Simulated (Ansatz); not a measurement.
The same path of C3H4FNO (10 atoms, charge 0, multiplicity 1) was run twice with different band settings. Lost on the way: C4–H10. Made: N3–H10.

These are results of Ansatz, UKS PBE0/6-31G*, not measurements.

Relaxed end points:

```xyz
10
Properties=species:S:1:pos:R:3
C -0.531 -1.530 0.152
C 0.025 -0.166 0.086
N 1.163 0.348 0.401
C 0.604 1.552 -0.188
F 0.470 2.603 0.626
O -0.672 0.892 -0.435
H 0.191 -2.199 0.623
H -0.762 -1.889 -0.857
H -1.464 -1.527 0.725
H 1.059 1.864 -1.131
```

```xyz
10
Properties=species:S:1:pos:R:3
C -0.449 -1.433 0.067
C -0.121 0.006 0.168
N 0.983 0.691 -0.063
C 0.119 1.875 -0.424
F 0.326 2.867 0.464
O -0.988 0.980 0.172
H 0.424 -2.049 0.297
H -0.794 -1.673 -0.948
H -1.255 -1.678 0.763
H 1.838 0.362 -0.492
```

Common settings: movable images 7; climbing image yes; spring 5.0 eV/Å²; optimiser quadratic models (default); force threshold 0.05 eV/Å; end points relaxed.

| run | start path | iteration limit |
| --- | --- | --- |
| 1 | through a guess of the saddle point | 52 |
| 2 | straight line | 58 |

**Question.** What does each run give, and how far can it be trusted?

**Answer.** Run 1: converged after 13 iterations, highest image 3.328 eV above the first end. Neighbouring images differ by up to 1.5 eV, so the band resolves the path poorly. A vibrational analysis at the climbing image gives one clearly imaginary mode, 1526i cm⁻¹: a first-order saddle point.
Run 2: converged after 16 iterations, highest image 3.328 eV above the first end. Neighbouring images differ by up to 1.5 eV, so the band resolves the path poorly. Another band between the same ends (7 images) ends at a top of the same energy, where a vibrational analysis finds 1 clearly imaginary mode.
The orbitals were unrestricted but ended closed-shell.
